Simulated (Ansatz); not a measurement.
For zinc-blende HgS (metastable phase), rVV10 in Ansatz (PAW) gives:

| Item | Result |
|---|---|
| lattice constant a | 6.012 Å |
| bulk modulus B0 | 51.8 GPa |
| cohesive energy | 1.97 eV/atom |

Q: What does B3LYP (VWN-RPA form) (Ansatz, an electronic-structure program, plane waves, PAW) give for the same quantities?

A: 
- lattice constant a: 6.039 Å (goes up by 0.4 %)
- bulk modulus: 50.7 GPa (shrinks by 2.1 %)
- cohesive energy: 1.43 eV/atom (decreases by 0.54 eV/atom)

For comparison: lattice constant a 5.841 Å (measured, 295 K, no zero-point or thermal correction; as tabulated in Cardona et al. (2009), arXiv:0908.2634).

Changes are worked out from the printed values.

Unless a cell is named, each level is at its own relaxed cell (rVV10 27.17, B3LYP (VWN-RPA form) 27.53 Å³/atom).

Levels without +SOC leave out spin–orbit coupling, which shifts energies and cells of such heavy elements.

Caveats: the cell is over a tenth larger than the published one: the level's own overestimate first of all, though another phase or state, or a fault of the published cell, is possible (B3LYP (VWN-RPA form)). Ansatz's density-functional and Hartree–Fock values are scalar-relativistic unless marked +SOC, with PAW data made under PBE.
